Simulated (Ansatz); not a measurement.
A made-up structure of CH2NS (charge +1), singlet:

```xyz
5
angstrom
N 0.0795 -0.1972 0.0710
C -0.8630 -0.8188 -0.1157
S 1.4955 0.5993 0.3820
H -1.7400 -1.3877 -0.2913
H 0.9851 1.7766 -0.0546
```

It is relaxed with PBE-D4/def2-SVP and then PBE0-D4/def2-TZVP (Ansatz 0.2.0). Atoms count as bonded within 1.22 times the sum of their covalent radii (H–H: 0.88 Å). The end point is not checked to be a true minimum.

Problem. Does its bonding change? (Judge from chemistry; the calculation decides.)

Solution. Computed: No: no bond forms or breaks.

Where it ends: The first stage lowers the energy by 0.06 eV in 6 steps. It ends as CH₂NS ([CH][N][SH]), total charge +1:
```csv
atom,x (Å),y (Å),z (Å)
N1,0.0654,-0.1782,0.0620
C2,-0.8624,-0.8184,-0.1155
S3,1.4839,0.5949,0.3789
H4,-1.7445,-1.4149,-0.2869
H5,1.0148,1.7888,-0.0471
```

Labels in which every atom is bracketed show which atoms are joined, not bond orders.

For scale, one of the runs: PBE0-D4/def2-TZVP relaxation, 111 basis functions, launched by `ansatz run in.yaml --threads 2 --pin off --events-out ev --progress --plain --max-ram 4352MiB`. Hardware: 2 CPU threads of an Arm Neoverse V2, shared host. Wall time about 11 s.
